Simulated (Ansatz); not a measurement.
One change: `CCCC(C)CC` becomes `CCC(C)C#N`.

Ansatz, PBE0-D4/def2-TZVP geometries, multiplicity 1. Each molecule was computed in one conformer, which needn't be the lowest.

| property | `CCCC(C)CC` |
| --- | --- |
| LUMO energy (PBE/def2-TZVPP) / eV | 0.42 |
| LUMO energy (B3LYP/def2-TZVPP) / eV | 0.89 |
| HOMO–LUMO gap (ωB97M-V/def2-TZVPP) / eV | 13.43 |
| HOMO energy (B3LYP/def2-TZVPP) / eV | -8.33 |
| HOMO–LUMO gap (B3LYP/def2-TZVPP) / eV | 9.21 |
| size of the dipole moment (ωB97M-V/def2-TZVPP) / D | 0.08 |

Give the same properties after the change, and the shifts. (Estimate.)

Computed: 
```json
{"property": "LUMO energy (PBE/def2-TZVPP) / eV", "`CCC(C)C#N`": "-0.41", "shift": "-0.83"}
{"property": "LUMO energy (B3LYP/def2-TZVPP) / eV", "`CCC(C)C#N`": "0.21", "shift": "-0.68"}
{"property": "HOMO–LUMO gap (ωB97M-V/def2-TZVPP) / eV", "`CCC(C)C#N`": "13.56", "shift": "0.13"}
{"property": "HOMO energy (B3LYP/def2-TZVPP) / eV", "`CCC(C)C#N`": "-8.91", "shift": "-0.58"}
{"property": "HOMO–LUMO gap (B3LYP/def2-TZVPP) / eV", "`CCC(C)C#N`": "9.12", "shift": "-0.09"}
{"property": "size of the dipole moment (ωB97M-V/def2-TZVPP) / D", "`CCC(C)C#N`": "4.07", "shift": "3.99"}
```

With PBE0 the HOMO falls by 0.62 eV and the LUMO falls by 0.69 eV, so the gap narrows by about 0.07 eV. PBE moves the HOMO by -0.61 eV and ωB97M-V by -0.66 eV. Dipoles are sizes alone; their direction can turn.

B3LYP here is the variant with VWN-RPA as its local correlation; programs differ in this.
